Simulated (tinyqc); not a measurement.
Worked calculation: UHF in the sto-3g basis, for NH3+, spin multiplicity 2. This run ends on a higher stationary point, not on the lowest solution. Computed by tinyqc, a small Python program that keeps every step (integrals from PySCF). Settings: charge = 1, multiplicity = 2, basis = sto-3g, energy threshold = 1e-09, iteration cap = 79, orthogonalisation = canonical, start = random, DIIS depth = 8, DIIS from iteration = 2, method = UHF. Command: `OMP_NUM_THREADS=1 python tinyqc.py 26275 26276 out.jsonl` (the two numbers bound the seeds that draw the settings). One thread of a shared host (Intel(R) Xeon(R) Processor @ 2.60GHz), about 0.1 s of CPU time with the checks.

Geometry (angstrom):

| atom | x | y | z |
|---|---|---|---|
| N | 0.000000 | 0.000000 | 0.087000 |
| H | 0.995000 | 0.000000 | 0.000000 |
| H | -0.497000 | 0.861000 | 0.000000 |
| H | -0.497000 | -0.861000 | 0.000000 |

Stop when the energy changes by less than 1e-09 hartree and every element of the error matrix X^T (F D S - S D F) X (for each spin) is below 9e-06.

Course of the cycle:

| iteration | E (hartree) | change | largest element of the error matrix |
|---|---|---|---|
| 1 | -41.72755071 | - | 5.13e+00 |
| 2 | -54.51489021 | -1.28e+01 | 2.80e-01 |
| 3 | -54.87086619 | -3.56e-01 | 6.82e-02 |
| 4 | -54.89867933 | -2.78e-02 | 6.15e-02 |
| 5 | -54.94615508 | -4.75e-02 | 1.07e-01 |
| 6 | -54.88725140 | 5.89e-02 | 1.95e-02 |
| 7 | -54.88608022 | 1.17e-03 | 4.11e-03 |
| 8 | -54.88618111 | -1.01e-04 | 1.29e-03 |
| 9 | -54.88618448 | -3.38e-06 | 5.32e-04 |
| 10 | -54.88618444 | 4.42e-08 | 2.02e-04 |
| 11 | -54.88618466 | -2.20e-07 | 1.60e-04 |
| 12 | -54.88618480 | -1.41e-07 | 1.60e-04 |
| 13 | -54.88618491 | -1.04e-07 | 1.60e-04 |
| 14 | -54.88618378 | 1.12e-06 | 1.56e-04 |
| 15 | -54.88617690 | 6.88e-06 | 1.29e-04 |
| 16 | -54.88617696 | -6.00e-08 | 1.29e-04 |
| 17 | -54.88616475 | 1.22e-05 | 4.54e-04 |
| 18 | -54.88616205 | 2.69e-06 | 9.08e-04 |
| 19 | -54.88616381 | -1.76e-06 | 5.76e-04 |
| 20 | -54.88616332 | 4.96e-07 | 6.84e-04 |
| 21 | -54.88616446 | -1.14e-06 | 2.40e-04 |
| 22 | -54.88616425 | 2.07e-07 | 1.14e-04 |
| 23 | -54.88616388 | 3.72e-07 | 5.84e-05 |
| 24 | -54.88616386 | 2.16e-08 | 2.44e-05 |
| 25 | -54.88616386 | -3.48e-10 | 6.39e-06 |

Can the last value be used, and what does the course show?

No, though the log alone does not show it. Converged in 25 iterations. But the solution lies 0.30940 hartree above the reference: it is another stationary point, not the lowest one. Reruns (cap 100 unless said): damping 0.5: converged in 59; level shift 0.5: converged in 48; atomic densities as start, DIIS 8: converged in 9. PySCF UHF in the same basis, after a stability check = -55.19556525 hartree.
